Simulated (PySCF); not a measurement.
# CH3F: the cost of one run

The runs use PySCF 2.14.0, with density-fitted response routines of our own; the level of theory stands in each step. All values are computed, except where a source is named. Atoms count from 0, in the outputs and in this text.

## Step 1: The starting structure

5 atoms, charge 0, multiplicity 1; geometry from: GFN2-xTB. The atoms were then displaced at random by about 0.01 Å, so the start is not that level's minimum.

Bonds of the start (Å): C0–F1 1.34, C0–H2 1.08, C0–H3 1.12, C0–H4 1.10.

## Step 2: Relaxing the molecule at PBE0-D3(BJ)/def2-TZVP

Job settings and geometry (Å):

```
{"job": {"xc": "PBE0", "basis": "def2-TZVP", "d3": "d3bj", "grid": 2, "shake": 0.01, "kind": "geom"}, "charge": 0, "multiplicity": 1}
C     -0.047000    -0.018940     0.009420
F      1.275820    -0.114340    -0.165090
H     -0.319630    -0.223780     1.037550
H     -0.318560     1.032570    -0.244100
H     -0.557060    -0.709470    -0.675660
```

On the command line:

```bash
$ OMP_NUM_THREADS=1 python probes_run.py task.json out
```

This one command runs all jobs of the session in turn.

**Question.** How long does this first job take on 1 thread of Arm Neoverse N1, shared host, and how much memory does it need?

About 12 s, with a peak of 0.34 GiB.
